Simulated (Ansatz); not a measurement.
```yaml
atoms:
  - { symbol: O, position_ang: [0.0000, 0.0000, 1.1633] }
  - { symbol: C, position_ang: [0.0000, 1.0947, 0.3480] }
  - { symbol: C, position_ang: [0.0000, -1.0947, 0.3480] }
  - { symbol: C, position_ang: [0.0000, 0.7132, -0.9622] }
  - { symbol: C, position_ang: [0.0000, -0.7132, -0.9622] }
  - { symbol: H, position_ang: [0.0000, 2.0494, 0.8511] }
  - { symbol: H, position_ang: [0.0000, -2.0494, 0.8511] }
  - { symbol: H, position_ang: [0.0000, 1.3708, -1.8197] }
  - { symbol: H, position_ang: [0.0000, -1.3708, -1.8197] }
```

Basis set: pcseg-2 (spherical functions). Charge 0, multiplicity 3.

Computed with Ansatz (development build ahead of 0.2.0); each method stands on the lowest determinant of its kind that the runs found.

The atomization energy at this shape (free ground-state atoms in the same class of orbitals less the molecule, no zero-point energy) of triplet C4H4O:

```tsv
method	atomization energy
PBE (unrestricted)	937.60 kcal/mol
```

(1) What does PBE0 (unrestricted) give?

Results:

(1) 914.72 kcal/mol. Caution: other spin multiplicities may lie lower.

The shape needn't be a minimum at these levels.
